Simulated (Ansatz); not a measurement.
# C3H6FN: the cost of one run

Method: the settings change from run to run; program: Ansatz 0.2.0, Gaussian basis.

## (1) The relaxed structure

An earlier PBE0-D4 in a triple-zeta def2 set relaxation fixed the geometry.

SMILES `CC/N=C\F`, 11 atoms, charge 0, spin multiplicity 1.

Atoms are counted from 1 here; the program's logs count them from 0.

Bond lengths: C1–C2 1.517 Å, C1–H6 1.092 Å, C1–H7 1.092 Å, C1–H8 1.091 Å, C2–N3 1.448 Å, C2–H9 1.095 Å, C2–H10 1.095 Å, N3–C4 1.238 Å, C4–F5 1.350 Å, C4–H11 1.086 Å. Angles: C2–C1–H6 110.3°, C2–C1–H7 110.8°, C2–C1–H8 110.6°, H6–C1–H7 108.2°, H6–C1–H8 108.7°, H7–C1–H8 108.1°, C1–C2–N3 110.0°, C1–C2–H9 109.3°, C1–C2–H10 110.5°, N3–C2–H9 106.7°, N3–C2–H10 112.7°, H9–C2–H10 107.5°, C2–N3–C4 121.8°, N3–C4–F5 125.4°, N3–C4–H11 124.1°, F5–C4–H11 110.5°.

## (2) HSE06/cc-pVTZ-DK

Options: multiplicity 3.

The input, in.yaml:

```yaml
crystal:
  periodic: [false, false, false]
  atoms:
    - {symbol: C, position_ang: [-0.998129, 0.618653, 0.982300]}
    - {symbol: C, position_ang: [0.375890, 0.246582, 0.456539]}
    - {symbol: N, position_ang: [0.305314, -1.002526, -0.272905]}
    - {symbol: C, position_ang: [0.694972, -1.097077, -1.444692]}
    - {symbol: F, position_ang: [1.229349, -0.094699, -2.173737]}
    - {symbol: H, position_ang: [-0.937954, 1.518573, 1.597940]}
    - {symbol: H, position_ang: [-1.689112, 0.813911, 0.159509]}
    - {symbol: H, position_ang: [-1.410528, -0.191313, 1.586362]}
    - {symbol: H, position_ang: [1.052538, 0.079798, 1.300546]}
    - {symbol: H, position_ang: [0.791458, 1.063020, -0.142492]}
    - {symbol: H, position_ang: [0.651404, -2.011920, -2.028670]}
basis:
  gaussian: {orbitals: cc-pVTZ-DK}
magnetization: {spin_polarized: true, initial_magnetization: 2}
hamiltonian: {xc: {name: HSE06}}
```

Command:

```bash
ansatz run in.yaml --threads 4 --pin off --events-out ev --progress --plain --max-ram 10444MiB
```

What time and memory should one allow on 4 threads of AMD EPYC 9R45, shared host?

About 4.9 s, with a peak of 0.97 GiB.
